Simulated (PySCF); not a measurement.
# Atomic charges by several schemes

Vinyl phosphine, C₂H₅P.
SMILES with atom numbers: `[CH2:1]=[CH:2][PH2:3]` (hydrogens: H4, H5 on C1; H6 on C2; H7, H8 on P3)

Structure used (GFN2-xTB), in Å, numbered top down from 1:
```
atom  x, y, z in Å
C1     1.1916    0.1062    0.3167
C2     0.2081   -0.3347   -0.4505
P3    -1.5265   -0.5045    0.0630
H4     2.2132    0.1344   -0.0264
H5     1.0143    0.4568    1.3209
H6     0.4094   -0.7082   -1.4478
H7    -2.0213    0.4045   -0.8734
H8    -1.4798    0.4549    1.0729
```

Density: PBE0/pcSseg-1 (PySCF); schemes: Mulliken, IAO, Hirshfeld and ESP-fitted. Geometry: GFN2-xTB, one conformer, isolated molecule.

Task: What partial charge does each atom carry?

Result: In e:

```csv
atom,environment,Mulliken,IAO,Hirshfeld,ESP-fitted
C1,terminal =CH2 carbon,-0.155,-0.310,-0.102,-0.504
C2,alkene CH carbon,-0.450,-0.329,-0.094,-0.045
P3,phosphine phosphorus,+0.151,+0.216,+0.078,-0.226
H4,vinylic hydrogen,+0.123,+0.154,+0.048,+0.184
H5,vinylic hydrogen,+0.116,+0.145,+0.044,+0.231
H6,vinylic hydrogen,+0.140,+0.156,+0.047,+0.162
H7,P–H hydrogen,+0.045,-0.014,-0.012,+0.086
H8,P–H hydrogen,+0.029,-0.019,-0.009,+0.114
```

Mean size of the charges over all atoms: ESP-fitted 0.194 e, IAO 0.168 e, Mulliken 0.151 e, Hirshfeld 0.054 e. Each set sums to the total charge, 0, to within 0.001 e. The Hirshfeld scheme divides the density at each point in proportion to the densities of the neutral, spherically averaged free atoms. The Mulliken scheme gives each basis function's population to the atom it is centred on and halves the overlap population of two atoms between them.

Lowest charge. The schemes don't all agree: Mulliken C2 (-0.450); IAO C2 (-0.329); Hirshfeld C1 (-0.102); ESP-fitted C1 (-0.504).

Highest charge. The schemes don't all agree: Mulliken P3 (+0.151); IAO P3 (+0.216); Hirshfeld P3 (+0.078); ESP-fitted H5 (+0.231).

Task: Sum the charges by element, for elements with more than one atom.

Result: 
| element | atoms | Mulliken | IAO | Hirshfeld | ESP-fitted |
| --- | --- | --- | --- | --- | --- |
| C | 2 | -0.605 | -0.639 | -0.196 | -0.550 |
| H | 5 | +0.454 | +0.423 | +0.119 | +0.776 |

Task: How many electrons does the Mulliken scheme count on P3?

Result: Z − q = 15 − (+0.151) ≈ 14.848.

Task: How closely do the schemes follow one another over all atoms?

Result: Correlation coefficient and root-mean-square difference: IAO with Hirshfeld 1.00, 0.137 e; Mulliken with IAO 0.92, 0.080 e; Mulliken with Hirshfeld 0.88, 0.141 e; IAO with ESP-fitted 0.55, 0.209 e; Hirshfeld with ESP-fitted 0.53, 0.209 e; Mulliken with ESP-fitted 0.39, 0.239 e.
